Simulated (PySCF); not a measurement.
# A diatomic session: SiO

One job finds the state of SiO, follows it along the bond with each method and fits the curves.

The runs use PySCF 2.14.0; Si pcseg-1, O pcseg-1, no relativity.

### 1 The job

A driver script around PySCF takes these settings:

```
atoms                         : Si, O
charge                        : 0
basis                         : Si pcseg-1, O pcseg-1
Hamiltonian                   : no relativity
basis functions               : 32
electrons treated             : 22
masses in u                   : 27.9769, 15.9949
levels                        : PBE0, PBE, r²SCAN, TPSS, M06-L, r²SCANh, HF, MP2, SCS-MP2, CCSD, CCSD(T)
grid                          : 80 radial by 434 angular points
occupations                   : held fixed by the projection of orbital angular momentum
dissociation limit            : Si + O, each in its ground configuration
starting distance in angstrom : 1.715
values of 2S to try           : 0, 2, 4
```

The runs that follow: The PBE0 curve of the state that the search chose; Other states along the same grid; PBE; r²SCAN (meta-GGA); TPSS; M06-L; r²SCANh; RHF; Adding correlation.

What does the calculation give? Wanted: for each run, Re; ωe; De; μ.

As calculated:

Lowest PBE0 solution found, without spin–orbit coupling: ¹Σ⁺ (singlet), closed shell. State 2 has its PBE0 minimum 3.83 eV higher. State 3 has its PBE0 minimum 6.91 eV higher. The other levels ran on the lowest alone.

| level | Re (Å) | ωe (cm⁻¹) | De (eV) | μ (D) |
| --- | --- | --- | --- | --- |
| RHF | 1.492 | 1388 | 4.43 | -3.52 |
| RHF-MP2 | 1.545 | 1172 | 7.97 | n/a |
| RHF-SCS-MP2 | 1.540 | 1192 | 7.72 | n/a |
| RHF-CCSD | 1.526 | 1256 | 7.18 | n/a |
| RHF-CCSD(T) | 1.537 | 1201 | 7.42 | n/a |
| PBE | 1.545 | 1171 | 8.20 | -2.66 |
| TPSS | 1.541 | 1188 | 7.83 | -2.68 |
| r²SCAN | 1.530 | 1226 | 7.84 | -2.78 |
| M06-L | 1.528 | 1229 | 7.95 | -2.92 |
| r²SCANh | 1.523 | 1250 | 7.62 | -2.88 |
| PBE0 | 1.523 | 1252 | 7.57 | -2.93 |

De is counted to Si + O in their ground configurations. A positive dipole means Si(−)O(+).

In words: Bond lengths run from 1.492 Å (RHF) to 1.545 Å (PBE). Among the levels with a De in the table, it runs from 4.43 eV (RHF) to 8.20 eV (PBE).

Correlated steps freeze 6 core orbitals. T1 is 0.030 near the minimum (highest on the curve 0.052), which may point to more than one leading configuration.
